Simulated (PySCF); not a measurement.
An unknown is described by computed data only.

Elements present: B, Cl, F and H. Monoisotopic mass: 65.9844 u.

* Polarisability: 29.1 au [PBE0/def2-SVPD]
* 1H NMR: chemical shifts (computed TMS as zero) by class: 5.39 (1 H) ppm [GIAO PBE0/pcSseg-1]
* XPS: B1s 199.7, Cl2p3/2 207.0, F1s 694.1, Cl1s 2829.6 eV [ΔSCF SCAN, pcX-2 on the ionised atom, pcseg-1 elsewhere, spin-free X2C, 2p3/2 from a spin–orbit splitting computed afterwards within the 2p shell]
* Triplet: lowest triplet excitation (Tamm–Dancoff): 6.14 eV [TDA PBE0/def2-SVPD]
* Rotational structure: rotational constants A, B, C: 61.527, 5.606, 5.138 GHz [PBE0-D3(BJ)/def2-SVP]
* UV, strongest line: among the 10 lowest singlet transitions: S6 at 9.64 eV (129 nm, f = 0.105) [TDDFT PBE0/def2-SVPD]

Electronic properties: PySCF, gas phase, density fitting. Levels stand in brackets. Geometry: PBE0-D3(BJ)/def2-SVP; no solvent, vibrations or thermal averaging. NMR classes are plain means over equivalent atoms (diastereotopic ones count apart unless rotation or inversion swaps them), as if these changed places fast.

**Question.** Which formula fits the mass and the elements?

**Answer.** BClFH (calculated 65.9844). No other formula that holds each of these elements comes within 0.0003 u with a fitting electron parity and a possible valence count.

**Question.** What is the compound? Reason from the data.

**Answer.** Numbering: `[F:1][BH:2][Cl:3]`. The one hydrogen (5.39 ppm): B–H hydrogen. The core levels belong to: B1s 199.7 eV, three-coordinate boron [B2]; Cl2p3/2 207.0 eV, chlorine bonded to B [Cl3]; F1s 694.1 eV, boron-bound fluorine [F1]; Cl1s 2829.6 eV, chlorine bonded to B [Cl3]. The optimised geometry has point group Cs and is an asymmetric top. Structure: `FBCl` (BClFH). The assignments are read from this structure; whether some other isomer fits the data as well wasn't checked.
